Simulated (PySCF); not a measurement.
**A PySCF run on NaCl**

State: triplet, unpaired electrons σ ↑, π ↑, a second solution, started from another occupation.

An equivalent input (the run itself took its basis sets from the Basis Set Exchange, started from a PBE0 density and held the occupation σ 9α 8β, πx 3α 2β, πy 3α 3β):

```python
from pyscf import gto, dft
mol = gto.M(atom='Na 0 0 0; Cl 0 0 2.365', basis={'Na': 'def2-TZVP', 'Cl': 'def2-TZVP'},
            charge=0, spin=2, verbose=4, symmetry='C2v')
mf = dft.UKS(mol, xc='PBE0')
mf.grids.atom_grid = (80, 434)
mf.grids.prune = dft.gen_grid.treutler_prune
mf.irrep_nelec = {'A1': (9, 8), 'B1': (3, 2), 'B2': (3, 3)}
mf.conv_tol = 1e-9
mf.max_cycle = 60
mf.diis_space = 10
mf.kernel()
```

The log (some set-up lines and the per-cycle HOMO/LUMO lines removed):

```
******** <class 'pyscf.dft.uks_symm.SymAdaptedUKS'> ********
method = SymAdaptedUKS
damping factor = 0
level_shift factor = 0
DIIS = <class 'pyscf.scf.diis.CDIIS'>
diis_start_cycle = 1
diis_space = 10
diis_damp = 0
SCF conv_tol = 1e-09
SCF conv_tol_grad = None
SCF max_cycles = 60
number electrons alpha = 15  beta = 13
Set gradient conv threshold to 3.16228e-05
init E= -622.15413407386
cycle= 1 E= -622.154516113702  delta_E= -0.000382  |g|= 0.000517  |ddm|= 0.00317
cycle= 2 E= -622.154516182442  delta_E= -6.87e-08  |g|= 0.000364  |ddm|= 0.00149
cycle= 3 E= -622.154516232117  delta_E= -4.97e-08  |g|= 1.21e-05  |ddm|= 0.000252
cycle= 4 E= -622.154516232319  delta_E= -2.03e-10  |g|= 5.24e-06  |ddm|= 9.48e-05
Extra cycle  E= -622.154516232337  delta_E= -1.82e-11  |g|= 3.56e-06  |ddm|= 2.48e-05
converged SCF energy = -622.154516232337  <S^2> = 2.0040619  2S+1 = 3.0027067
```

A point of this curve took 0.91 CPU seconds beside 0.14 for the integrals, on Intel Xeon Platinum 8488C (shared host).

Counting both spins, an empty level lies below a filled one in this solution, because spin and occupation are held.
